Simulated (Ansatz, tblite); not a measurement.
# (HMg-mu-F)2 (Mg₂H₂F₂): removing an electron

The task here is to estimate one member of a computed series from the others.

Method: as each input shows; program: Ansatz 0.2.0, Gaussian basis.

The runs, in order: charge +1 doublet, at the geometry of the singlet (PBE0-D4/def2-TZVP, PBE-D4/def2-TZVP, r2SCAN-D4/def2-TZVP, CCSD(T)/def2-TZVPP); the starting singlet's energies come from earlier runs.

## The geometry

The singlet was relaxed beforehand with PBE0-D4/def2-TZVP.

6 atoms, charge 0, spin multiplicity 1.

Atoms are counted from 1 here; the program's logs count them from 0.

Bond lengths: Mg1–H2 1.692 Å, Mg1–F3 1.911 Å, Mg1–F6 1.911 Å, F3–Mg4 1.911 Å, Mg4–H5 1.692 Å, Mg4–F6 1.911 Å. Angles: H2–Mg1–F3 139.2°, H2–Mg1–F6 139.2°, F3–Mg1–F6 81.6°, Mg1–F3–Mg4 98.4°, F3–Mg4–H5 139.2°, F3–Mg4–F6 81.6°, H5–Mg4–F6 139.2°, Mg1–F6–Mg4 98.4°.

The first run:

The input, in.yaml:

```yaml
crystal:
  periodic: [false, false, false]
  atoms:
    - {symbol: Mg, position_ang: [-0.098649, -1.427600, 0.214249]}
    - {symbol: H, position_ang: [-0.216731, -3.095674, 0.471172]}
    - {symbol: F, position_ang: [-1.114839, -0.007275, -0.561232]}
    - {symbol: Mg, position_ang: [0.099609, 1.427158, -0.216652]}
    - {symbol: H, position_ang: [0.213625, 3.096966, -0.463963]}
    - {symbol: F, position_ang: [1.116996, 0.006414, 0.556426]}
basis:
  gaussian: {orbitals: def2-SVP}
total_charge: 1
magnetization: {spin_polarized: true, initial_magnetization: 1}
hamiltonian: {xc: pbe0, dispersion: d4}
output: {orbitals: {seedname: orbitals}}
```

On the command line:

```bash
$ ansatz run in.yaml --threads 4 --pin off --events-out ev --progress --plain --max-ram 3916MiB
```

Among the steps run: Charge +1 doublet at the fixed geometry, first pass, PBE0-D4/def2-SVP; Charge +1 doublet at the fixed geometry, PBE0-D4/def2-TZVP; Charge +1 doublet at the fixed geometry, PBE-D4/def2-TZVP; Charge +1 doublet at the fixed geometry, r2SCAN-D4/def2-TZVP; Charge +1 doublet at the fixed geometry, CCSD(T)/def2-TZVPP.

One table of the session follows, with a row left open; its other results are not shown here.

It belongs to the step «Vertical ionisation energy». 

```
             method  vertical ionisation energy (eV)
      HF/def2-TZVPP                             9.47
   PBE-D4/def2-TZVP                             9.31
r2SCAN-D4/def2-TZVP                             9.38
  PBE0-D4/def2-TZVP                                ?
     MP2/def2-TZVPP                            10.23
    CCSD/def2-TZVPP                            10.43
 CCSD(T)/def2-TZVPP                            10.42
```

Estimate the missing values for PBE0-D4/def2-TZVP.

As computed: vertical ionisation energy (eV): 9.70. In the column «vertical ionisation energy (eV)» it lies between HF/def2-TZVPP (9.47) and MP2/def2-TZVPP (10.23).
